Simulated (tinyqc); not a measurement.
Extended Hueckel theory, for SiH4, step by step. Computed by tinyqc, a small Python program that keeps every step (integrals from PySCF). Settings: charge = 0, K = 2.0, weighted = 1, multiplicity = 1. Command: `OMP_NUM_THREADS=1 python tinyqc.py 27216 27217 out.jsonl` (the two numbers bound the seeds that draw the settings). One thread of a shared host (Intel(R) Xeon(R) Processor @ 2.60GHz), about 0.01 s of CPU time with the checks.

## Overlaps

Geometry (angstrom):
```
atom         x         y         z
Si     0.00000   0.00000   0.00000
H      0.84500   0.84500   0.84500
H      0.84500  -0.84500  -0.84500
H     -0.84500   0.84500  -0.84500
H     -0.84500  -0.84500   0.84500
```

Parameters chosen for this run:
```
element  shell  Slater exponent  H_ii (eV)
H           1s          1.30000  -13.60000
Si          3s          1.38300  -17.30000
Si          3p          1.38300   -9.20000
```

Slater orbitals, each expanded in six Gaussians scaled to its exponent.

overlap S, lower triangle:
```
          1Si 3s   1Si 3px   1Si 3py   1Si 3pz    2H 1s    3H 1s    4H 1s    5H 1s
1Si 3s   1.00000
1Si 3px  0.00000   1.00000
1Si 3py  0.00000   0.00000   1.00000
1Si 3pz  0.00000   0.00000   0.00000   1.00000
2H 1s    0.41899   0.30335   0.30335   0.30335  1.00000
3H 1s    0.41899   0.30335  -0.30335  -0.30335  0.05176  1.00000
4H 1s    0.41899  -0.30335   0.30335  -0.30335  0.05176  0.05176  1.00000
5H 1s    0.41899  -0.30335  -0.30335   0.30335  0.05176  0.05176  0.05176  1.00000
```

## Wolfsberg-Helmholz matrix

diagonal H_ii (eV): 1Si 3s -17.30000, 1Si 3px -9.20000, 1Si 3py -9.20000, 1Si 3pz -9.20000, 2H 1s -13.60000, 3H 1s -13.60000, 4H 1s -13.60000, 5H 1s -13.60000

K = 2.00000

H_ij = K' S_ij (H_ii + H_jj)/2 for i != j (the diagonal keeps H_ii), with K' = K + D^2 + D^4 (1 - K), D = (H_ii - H_jj)/(H_ii + H_jj), K = 2.

H (eV), lower triangle:
```
            1Si 3s   1Si 3px   1Si 3py   1Si 3pz      2H 1s      3H 1s      4H 1s      5H 1s
1Si 3s   -17.30000
1Si 3px    0.00000  -9.20000
1Si 3py    0.00000   0.00000  -9.20000
1Si 3pz    0.00000   0.00000   0.00000  -9.20000
2H 1s    -13.03818  -7.04043  -7.04043  -7.04043  -13.60000
3H 1s    -13.03818  -7.04043   7.04043   7.04043   -1.40793  -13.60000
4H 1s    -13.03818   7.04043  -7.04043   7.04043   -1.40793   -1.40793  -13.60000
5H 1s    -13.03818   7.04043   7.04043  -7.04043   -1.40793   -1.40793   -1.40793  -13.60000
```

## Orbitals

valence electrons = 8

Solve H C = S C e through S^(-1/2); fill by pairs from the bottom, a degenerate level sharing its electrons equally; each orbital has its largest coefficient positive (the first on a tie).

orbital energies (eV): -22.86570  -15.92280  -15.92280  -15.92280  9.32098  9.32098  9.32098  35.87079

occupations: 2.00000  2.00000  2.00000  2.00000  0.00000  0.00000  0.00000  0.00000

coefficients:
```
             MO1       MO2       MO3       MO4       MO5       MO6       MO7       MO8
1Si 3s   0.56822   0.00000   0.00000   0.00000   0.00000   0.00000   0.00000   1.49229
1Si 3px  0.00000  -0.40878  -0.16019  -0.07550   0.98224   0.48844   0.48232   0.00000
1Si 3py  0.00000   0.15442  -0.41541   0.04530  -0.30681   1.06560  -0.45430   0.00000
1Si 3pz  0.00000  -0.08669   0.01540   0.43671  -0.61407   0.24889   0.99849   0.00000
2H 1s    0.22866  -0.25935  -0.42599   0.30912  -0.02880  -0.84597  -0.48166  -0.70674
3H 1s    0.22866  -0.36235   0.18237  -0.42394  -0.89298   0.38760   0.02903  -0.70674
4H 1s    0.22866   0.49419  -0.20579  -0.24022   0.31672  -0.15403   0.90799  -0.70674
5H 1s    0.22866   0.12751   0.44941   0.35504   0.60506   0.61240  -0.45536  -0.70674
```

sum of one-electron energies = -141.26824 eV

Within a degenerate level the vectors are fixed only up to a rotation; this is one choice.

## Mulliken analysis

P = C n C^T; charge = valence electrons (H 1, Si 4) minus the sum of (P S)_ii on the atom; overlap population = 2 sum P_ij S_ij between two atoms.

charges: 1Si 0.62920, 2H -0.15730, 3H -0.15730, 4H -0.15730, 5H -0.15730

Overlap populations:
```
pair      value
2-1    0.767128
3-1    0.767128
3-2   -0.012936
4-1    0.767128
4-2   -0.012936
4-3   -0.012936
5-1    0.767128
5-2   -0.012936
5-3   -0.012936
5-4   -0.012936
```
